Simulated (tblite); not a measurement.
C3H2OS.
Geometry (GFN2-xTB, Å), atoms numbered from 1 in this order:
```xyz
7
C3H2OS angstrom
O     -1.1553    1.8664    0.1308
C     -0.8125    0.7298    0.0553
C     -1.0050   -0.6658   -0.0265
C      0.2828   -0.2233   -0.0222
S      1.9106   -0.7089   -0.0828
H     -1.6423   -1.5187   -0.0677
H      2.4251    0.5253   -0.0140
```

Computed values, GFN2-xTB/tblite, gas phase, harmonic and unscaled. Errors from tens to a few hundred cm⁻¹ against measured bands are possible. Modes of hydrogen on sulfur can be 10 to 20 % off. One conformer, not necessarily the lowest.

Problem. How many normal modes are there?

Solution. 7 atoms, non-linear: 3N − 6 = 15.

Problem. What is the point group of the computed structure, and how do the modes divide by symmetry?

Solution. Cs. The vibrations span 11 a′ + 4 a″.

Problem. How many distinct wavenumbers does the calculation give?

Solution. 15: Cs has no degenerate species.

Problem. How many fundamentals are allowed in the infrared by symmetry?

Solution. 15 of 15: in Cs every mode is allowed. All fundamentals are allowed in the Raman spectrum.

Problem. How large is the harmonic zero-point energy?

Solution. Half the sum of the wavenumbers, 8073 cm⁻¹, or 1.001 eV from 15 modes, 0.572 eV of it from above 1550 cm⁻¹.

Problem. How far is the lowest real mode excited at 77 K, as a harmonic oscillator?

Solution. θ = hcν̃/k = 275 K for 190.8 cm⁻¹, so N1/N0 = 0.028 and ⟨v⟩ = 1/(exp(θ/T) − 1) = 0.029.
